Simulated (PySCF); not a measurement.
Compound: C4H4O2.
Numbering: `[CH2:1]=[C:2]([CH:3]=[O:4])[CH:5]=[O:6]` (hydrogens: H7, H8 on C1; H9 on C3; H10 on C5)

Level of theory: PySCF, PBE0-D3(BJ)/def2-SVP geometry optimisation, gas phase.

Q: Give the optimised bond lengths and angles.

A: 
```json
{"bond": "C1=C2", "length (bohr)": "2.536"}
{"bond": "C2–C3", "length (bohr)": "2.823"}
{"bond": "C3=O4, C5=O6", "length (bohr)": "2.276"}
{"bond": "C2–C5", "length (bohr)": "2.796"}
{"bond": "C1–H7, C1–H8", "length (bohr)": "2.067"}
{"bond": "C3–H9, C5–H10", "length (bohr)": "2.111"}
```

Bonds in one row agree within 0.02 bohr and their mean is given. A selection of angles:
```json
{"angle": "C2–C1–H7", "degrees": "121.5"}
{"angle": "C2–C1–H8", "degrees": "119.7"}
{"angle": "H7–C1–H8", "degrees": "118.8"}
{"angle": "C1–C2–C3", "degrees": "120.4"}
{"angle": "C1–C2–C5", "degrees": "121.0"}
{"angle": "C3–C2–C5", "degrees": "118.6"}
{"angle": "C2–C3–O4", "degrees": "123.2"}
{"angle": "C2–C3–H9", "degrees": "114.7"}
{"angle": "O4–C3–H9", "degrees": "122.1"}
```

Torsions: C1–C2–C3–O4 1° (synperiplanar); C1–C2–C5–O6 180° (antiperiplanar).

The 6 heavy atoms lie in one plane (0.004 Å rms). Of the pairs four or more bonds apart, O6···H9 is among the closest relative to their van der Waals radii: 2.51 Å, 92 % of the sum of Bondi's values. The 3 C–C bonds span 1.342 Å (C1=C2, drawn double) to 1.494 Å (C2–C3, drawn single), a spread of 0.152 Å.

Point group: Cs (tolerance 0.08 Å). Stationary, but not proved a minimum. The numbers are those of one conformer.

The run took 13 s on one thread, Arm Neoverse V1, no GPU, shared host. This is the geometry optimisation.
